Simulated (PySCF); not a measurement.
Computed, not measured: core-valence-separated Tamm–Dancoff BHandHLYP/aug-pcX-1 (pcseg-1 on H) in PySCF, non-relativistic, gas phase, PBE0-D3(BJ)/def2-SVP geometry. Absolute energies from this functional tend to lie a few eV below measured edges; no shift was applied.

Main lines of an unknown, eV (oscillator strength): C K: 282.3 (0.109), 282.6 (0.086), 283.8 (0.120), 286.1 (0.026), 287.6 (0.026). Listed: the first five lines at most of each edge with a tenth or more of its strongest line's intensity; roots within 0.03 eV on the same or equivalent atoms are summed. Only the lowest roots were sought, and the top ones are left out.

Problem. Which candidate gives them?
A. methylenecyclopropene, `C=C1C=C1`
B. pentane, `CCCCC`
C. 1,2,3-butatriene, `C=C=C=C`

Solution. C. 

- `C=C=C=C`: C K: 282.3 (0.109), 282.6 (0.086), 283.8 (0.120), 286.1 (0.026), 287.6 (0.026). First C line listed at 282.3 eV, hole on the outer carbon of cumulated double bonds (1s→π*).
- `C=C1C=C1`: C K: 282.8 (0.128), 283.8 (0.047), 284.5 (0.078), 285.6 (0.023), 286.8 (0.026). First C line listed at 282.8 eV, hole on the alkene CH carbon (1s→π*).
- `CCCCC`: C K: 285.3 (0.017), 285.5 (0.032), 285.6 (0.019), 285.9 (0.053), 286.0 (0.107). First C line listed at 285.3 eV, hole on the methyl carbon.

One conformer each; other structures than these candidates weren't tested.
